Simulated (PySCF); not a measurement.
**Working with the constants of SiP**

ROHF-CCSD(T) constants of SiP, ²Π (doublet), unpaired electrons π ↑ (PySCF, spin-free X2C with a Gaussian nucleus, basis sets Si x2c-SVPall, P x2c-SVPall; masses 27.9769 and 30.9738 u):

| Item | Value |
| --- | --- |
| ωe | 607.9 cm⁻¹ |
| ωexe | 2.64 cm⁻¹ |
| Be | 0.26048 cm⁻¹ |
| αe | 0.00142 cm⁻¹ |
| D (centrifugal) | 1.91e-07 cm⁻¹ |
| De to Si + P | 2.93 eV |

Task: Give the vibrational terms G(v) and spacings up to v = 6.

Result: G(v) = ωe(v+½) − ωexe(v+½)².

```
v  G(v) (cm⁻¹)  G(v) − G(v−1)  Bv (cm⁻¹)
0        303.3                    0.2598
1        905.9          602.6     0.2583
2       1503.2          597.3     0.2569
3       2095.3          592.1     0.2555
4       2682.1          586.8     0.2541
5       3263.6          581.5     0.2527
6       3839.8          576.2     0.2512
```

Task: How well does the Morse estimate ωe²/(4ωexe) reproduce De, and what is D0?

Result: It gives 4.34 eV, 148 % of the computed De. D0 = De − G(0) = 2.93 − 0.04 = 2.89 eV.

Correlated steps freeze 10 core orbitals. Correlated levels converge slowly with the basis: in double zeta they bind strong bonds too weakly, by up to about 1 eV, and carry superposition errors of some tenths. The state is the lowest determinant that a PBE0 search found; another state may lie lower at other levels.
